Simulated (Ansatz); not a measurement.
This geometry of AlH5OS (8 atoms, charge 0, multiplicity 1) is a first-order saddle point.

These are results of RKS CAM-B3LYP-D4/6-31G* in Ansatz 0.2.0, not measurements.

```xyz
8
Properties=species:S:1:pos:R:3
Al 0.055 0.255 0.164
O -0.203 -0.143 1.935
H -0.990 -0.634 2.208
H 1.537 0.040 -0.333
H -1.248 -0.006 -0.700
S -0.110 2.494 1.149
H 1.194 2.633 1.450
H -0.302 1.233 2.019
```

Which two structures does it join? (They come from a converged band through this point; their orientation in space is the band's.)

Bonds broken: S6–H8. Bonds formed: O2–H8.

Image 0:

```xyz
8
Properties=species:S:1:pos:R:3
Al -0.025 0.041 0.277
O -0.282 -0.654 1.839
H -1.136 -1.061 2.019
H 1.482 0.112 -0.214
H -1.257 0.073 -0.729
S -0.071 2.528 1.163
H 1.250 2.765 1.110
H -0.028 2.068 2.425
```

Image 10:

```xyz
8
Properties=species:S:1:pos:R:3
Al 0.089 0.528 0.167
O -0.264 -0.179 2.026
H -1.106 -0.659 2.099
H 1.538 0.007 -0.196
H -1.238 -0.016 -0.518
S -0.034 2.676 0.817
H 1.291 2.880 0.938
H -0.341 0.635 2.560
```

How far does it lie above each of them?

27.1 kJ/mol above the first and 63.3 kJ/mol above the second. This is the barrier of this one path; another mechanism may lie lower. The orbitals stay closed-shell, which can raise the energy where a bond breaks towards radicals; this wasn't checked here.

The run took 2.3 min on 1 thread of AMD EPYC 9R45 96-Core Processor (Zen 5) (shared host), peak memory 0.16 GiB.
